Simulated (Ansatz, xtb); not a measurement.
**Relative energy of two isomers of C2HFN2S**

We compare I, `Fc1ncns1`, a singlet, with II, `Fc1nncs1`, a singlet. Both are isolated molecules in the gas phase, relaxed with B3LYP/def2-SVP.

Quicker runs give these differences E(II) − E(I): GFN2-xTB +0.580 eV; HF/STO-3G +0.419 eV (at GFN2-xTB geometries); r2SCAN-D4/def2-SVP +0.668 eV (at GFN2-xTB geometries).

Problem. Estimate E(II) − E(I) at the level CCSD(T)/def2-SVP + ΔMP2/def2-TZVPP.

Solution. Calculated at CCSD(T)/def2-SVP + ΔMP2/def2-TZVPP: E(II) − E(I) = +0.777 eV, so structure I lies lower.

Level by level:

| level | geometry | E(II) − E(I) (eV) | departure from the last row (eV) | job, with rough time for the two |
| --- | --- | --- | --- | --- |
| GFN2-xTB | GFN2-xTB | +0.580 | −0.197 | optimisation, 0.14 s |
| HF/STO-3G | GFN2-xTB | +0.419 | −0.358 | single point, 0.46 s |
| r2SCAN-D4/def2-SVP | GFN2-xTB | +0.668 | −0.110 | single point, 2.7 s |
| B3LYP/def2-SVP | B3LYP/def2-SVP | +0.697 | −0.080 | optimisation, 29 s |
| HF/def2-SVP | B3LYP/def2-SVP | +0.819 | +0.041 | part of the CCSD(T) run |
| MP2/def2-SVP | B3LYP/def2-SVP | +0.690 | −0.087 | part of the CCSD(T) run |
| CCSD(T)/def2-SVP | B3LYP/def2-SVP | +0.679 | −0.098 | single point |
| CCSD(T)/def2-SVP + ΔMP2/def2-TZVPP | B3LYP/def2-SVP | +0.777 |  | single point, 29 s |

As drawn, II has 1 N∷N, 1 C∷S in place of 1 C∷N, 1 N∷S (∷ is an aromatic bond).

The levels shown agree on the order. The largest departure from CCSD(T)/def2-SVP + ΔMP2/def2-TZVPP is that of HF/STO-3G, 0.358 eV. The last row adds to CCSD(T) the change of the MP2 difference between the two basis sets, here +0.098 eV.

With harmonic frequencies from B3LYP/def2-SVP (ideal gas, rigid rotor, one conformer each, 298.15 K, 1 atm): the zero-point term adds −0.021 eV; ΔH is +0.758 and ΔG +0.755 eV.

The correlated steps freeze 10 core orbitals. Codes used: Ansatz 0.2.0, xtb 6.7.1; the last row on 2 threads of Intel(R) Xeon(R) Processor @ 2.70GHz on a shared host.
